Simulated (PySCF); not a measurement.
# Structure elucidation problem

Molecular formula: C6H12. Simulated spectra:

1H NMR (400 MHz, computed): δ 6.25 (m, 1H), 5.19 (m, 1H), 5.14 (m, 1H), 1.02 (s, 9H).

13C{1H} NMR (computed): δ 160.8, 115.5, 38.0, 31.1 (3C).

Method: B97-2/pcSseg-2 with gauge-including orbitals, coordinates at the PBE0-D3(BJ)/def2-TZVP level, in PySCF 2.14.0 with density-fitted response routines (one conformer, relativity neglected, one averaged value for each set of equivalent atoms, gas phase).

Scale: TMS for 1H (σref 31.64), 13C (σref 185.38) (reference shieldings calculated alike).

Propose a structure and justify it.

Answers


1. The formula gives 1 degree of unsaturation (no ring in the answer).
2. 4 carbon signals for 6 carbons: some carbons are equivalent by symmetry or fast rotation.
3. Carbon types of the structure: 1 × C, 1 × CH, 1 × CH2, 3 × CH3, which accounts for all hydrogens.
4. δC 160.8: alkene CH; the olefinic region.
5. δC 115.5: terminal =CH2 carbon; the olefinic region.
6. δC 38.0: allylic quaternary sp3 carbon; a saturated carbon with 4 carbon neighbours and no heteroatom attached.
7. δC 31.1: methyl carbon; saturated and bonded to C and H only.
8. δH 6.25: hydrogen on an alkene CH; a vinylic proton, deshielded by the sp2 carbon and the C=C anisotropy.
9. δH 5.19, 5.14: hydrogen on a terminal =CH2 carbon; attached to an sp2 carbon and in the plane of the double bond.
10. δH 1.02: hydrogen on a methyl carbon.

Structure: 3,3-dimethyl-1-butene.

This is the structure that produced the data.

Shifts are as computed. Against solution values, carbons near 30 ppm lie about +3 ppm off and those near 130 ppm about +7 ppm. Of 1211 compounds with measured shifts, 218 miss one by over three times the rms of a fit or turn the order of signals round; such compounds aren't used in these exercises. No couplings were computed; multiplicities are counted from neighbouring protons, with m where these are inequivalent, close in shift, in a saturated or five-membered ring or joined by F or P, and br s for small geminal =CH2 splittings.
